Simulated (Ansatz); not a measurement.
# AlH₃NO radical: one species, many methods

Aim: compute AlH₃NO radical with functionals from several rungs and with coupled cluster. The yardstick is the atomisation energy at the CCSD(T) limit.

The runs use Ansatz 0.2.0, Gaussian basis; functionals in def2-TZVPP, the program's frozen cores in correlated methods.

Plan: LDA (SPW92), PBE-D4, revPBE-D4, BLYP-D4, r2SCAN-D4, B97M-V, PBE0-D4, B3LYP-D4, r2SCANh-D4, r2SCAN0-D4, HSE06-D4, BHLYP-D4, CAM-B3LYP-D4, LC-ωPBE, ωB97X-V, ωB97M-V, B2PLYP, PBE-QIDH; CCSD(T)/def2-SVP; CCSD(T)/def2-TZVPP; MP2/def2-QZVPP; extrapolation to the limit; RPA on PBE.

## (1) The relaxed structure

All runs share one geometry, relaxed beforehand with PBE0-D4 in a triple-zeta def2 set.

SMILES `[NH2][Al][OH]`, 6 atoms, charge 0, spin multiplicity 2.

Atoms are counted from 1 here; the program's logs count them from 0.

Bond lengths: N1–Al2 1.769 Å, N1–H4 1.009 Å, N1–H5 1.006 Å, Al2–O3 1.706 Å, O3–H6 0.955 Å. Angles: Al2–N1–H4 124.1°, Al2–N1–H5 125.0°, H4–N1–H5 110.9°, N1–Al2–O3 116.1°, Al2–O3–H6 122.8°.

## (2) LDA

This LDA is Slater exchange with PW92 correlation.

Contents of in.yaml:

```yaml
crystal:
  periodic: [false, false, false]
  atoms:
    - {symbol: N, position_ang: [-0.923916, 0.240222, -0.760829]}
    - {symbol: Al, position_ang: [0.595155, 0.601328, 0.070682]}
    - {symbol: O, position_ang: [1.194141, -0.618497, 1.101206]}
    - {symbol: H, position_ang: [-1.434324, -0.623570, -0.657221]}
    - {symbol: H, position_ang: [-1.394741, 0.861566, -1.396804]}
    - {symbol: H, position_ang: [2.005685, -0.525147, 1.596767]}
basis:
  gaussian: {orbitals: def2-TZVPP}
magnetization: {spin_polarized: true, initial_magnetization: 1}
hamiltonian: {xc: lda}
output: {orbitals: {seedname: orbitals}}
```

The runs that follow: PBE-D4 (GGA); revPBE-D4 (GGA); BLYP-D4 (GGA); r2SCAN-D4 (meta-GGA); B97M-V (meta-GGA); PBE0-D4 (hybrid); B3LYP-D4 (hybrid); r2SCANh-D4 (hybrid); r2SCAN0-D4 (hybrid); HSE06-D4 (hybrid); BHLYP-D4 (hybrid); CAM-B3LYP-D4 (range-separated); LC-ωPBE-D4 (range-separated); ωB97X-V (range-separated); ωB97M-V (range-separated); B2PLYP (double hybrid); PBE-QIDH (double hybrid); CCSD(T) in def2-SVP; CCSD(T) in def2-TZVPP; MP2 in def2-QZVPP; RPA on PBE orbitals.

Q: Predict the results of all the runs planned. Wanted: atomisation energy, CCSD(T)/CBS; farthest beyond LDA; mean size of error, GGA; mean size of error, meta-GGA; mean size of error, hybrid; mean size of error, range-separated; mean size of error, double hybrid; gap, smallest and largest; T1 diagnostic.

As calculated:

| quantity | value |
| --- | --- |
| atomisation energy, CCSD(T)/CBS | 21.010 eV |
| functionals within 0.105 eV (0.5 %) | BLYP-D4, r2SCAN-D4, B3LYP-D4, CAM-B3LYP-D4, ωB97X-V |
| farthest beyond LDA | BHLYP-D4 (-0.972 eV) |
| mean size of error, GGA | 0.230 eV |
| mean size of error, meta-GGA | 0.085 eV |
| mean size of error, hybrid | 0.411 eV |
| mean size of error, range-separated | 0.095 eV |
| mean size of error, double hybrid | 0.370 eV |
| gap, smallest and largest | 0.87 eV (B97M-V), 8.21 eV (LC-ωPBE) |
| T1 diagnostic | 0.0145 |
| triples share of the correlation energy | 3.5 % |

**Reading.** The LDA atomisation energy is off by 3.081 eV (15 %): it overbinds. PBE-D4 misses by +0.308 eV. Double hybrids carry the basis error of their MP2 part in triple zeta, and no dispersion term here, so their miss is partly the set-up's. The rungs meta-GGA, range-separated miss on average by less than the doubt on the reference (0.105 eV), so they tie. Misses under about 0.105 eV are within the doubt on the reference itself, which lacks core-valence correlation, relativity and higher excitations. Hartree-Fock recovers 67 % of the binding; the rest is correlation. CCSD(T) in def2-SVP is off by -1.968 eV, which most functionals beat. Orbital gaps span 0.9 to 8.2 eV; exact exchange widens them.
